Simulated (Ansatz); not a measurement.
Results of HSE06-D3(BJ) (PAW; Ansatz, a quantum-chemistry and plane-wave program) for α-phase Ga.

Excerpt of the program's output:

```
WARN output.stress: scf.exx.energy_threshold = 1e-6 eV is looser than the 4e-8 eV advised for a stress under a hybrid functional (1e-8 eV for each atom of the …
Crystal: 4 atoms, lattice volume = 74.238 Å³
Basis set: ecut = 460 eV, 1677 PW (Γ), exchange–correlation on 64×64×64 points (8 copies of the dense FFT grid, shifted against one another)
Bands: 32, of which v1, the nominal top of the filled ones, is band 26 counted from 1 (25 counted from 0)
Symmetry: 8 space group operations
Space group: Cmce (ITA 64), of the structure as read, at distance tolerance 4.2e-5 Å
k-points: 84 of 384
SCF iter   1: F=—  HF=-15133.645550 eV  |F-HF|=—  |Δ(HF+E_count)|=         —  Δρ=1.41e-3  dr2=1.77e-3
SCF iter   2: F=—  HF=-15133.645825 eV  |F-HF|=—  |Δ(HF+E_count)|=   2.75e-4  Δρ=8.25e-4  dr2=7.91e-4
  ...
SCF 1 converged in 9 iterations: F = -15133.645751 eV  dr2 = 1.43e-10
Crystal: 4 atoms, lattice volume = 74.238 Å³
Initial density: handed on by an earlier stage of this run
Crystal: 4 atoms, lattice volume = 74.238 Å³
SCF iter   5: F=—  HF=-15135.431811 eV  |F-HF|=—  |Δ(HF+E_count)|=  1.84e-10  Δρ=5.55e-7  dr2=2.97e-10
SCF iter   6: F=-15135.431811 eV  HF=-15135.431811 eV  |F-HF|=2.18e-11  |Δ(HF+E_count)|=   1.52e-9  Δρ=1.81e-7  dr2=2.47e-11
SCF 3 converged in 6 iterations: F = -15135.431811 eV  dr2 = 2.47e-11
Free energy (F): -15135.431811 eV
Internal energy: -15135.427355 eV  (E = F + TS)
E sigma→0 (E₀):  -15135.429583 eV
Fermi energy:    9.796193 eV
--- Forces (eV/Å), atoms counted from 1 ---
  atom   1  Ga     0.00000000    -0.00321330    -0.00022762
  atom   2  Ga     0.00000000     0.00321330    -0.00022762
  atom   3  Ga     0.00000000    -0.00321330     0.00022762
  atom   4  Ga     0.00000000     0.00321330     0.00022762
--- Stress (GPa, compression-positive) ---
       -0.019141      -0.000000       0.000000
       -0.000000      -0.020588       0.000000
        0.000000       0.000000      -0.011213
  P = ⅓ Tr σ = -0.0170 GPa (-0.170 kbar)
```

Write an input file that could have produced this run (the log leaves some choices open).

One answer among several that fit: 
Ansatz 0.2 input:
```yaml
crystal:
  lattice:
    - [2.1892260649, -3.7804353222, 0.0]
    - [2.1892260649, 3.7804353222, 0.0]
    - [0.0, 0.0, 4.4849967029]
  atoms:
    - { symbol: Ga, position: [0.1550145175, 0.8449854825, 0.9182934296] }
    - { symbol: Ga, position: [0.3449854825, 0.6550145175, 0.4182934296] }
    - { symbol: Ga, position: [0.6550145175, 0.3449854825, 0.5817065704] }
    - { symbol: Ga, position: [0.8449854825, 0.1550145175, 0.0817065704] }
basis:
  ecutwfc: 460
  ecutrho_ratio: 4
  xc_grid: 2
kpoints:
  mp_grid: { grid: [8, 8, 6] }
hamiltonian:
  xc: hse06
  dispersion: d3bj
  pseudopotentials: { kind: paw }
scf:
  occupations: { method: fermi_dirac, width: 0.05 }
  convergence: { dr2_threshold: 0.0000000004 }
output:
  forces: true
  stress: true
  eigenvalues: true
```

The PAW data were made under PBE.

Note: the run warned that the count of filled bands differs between k points.
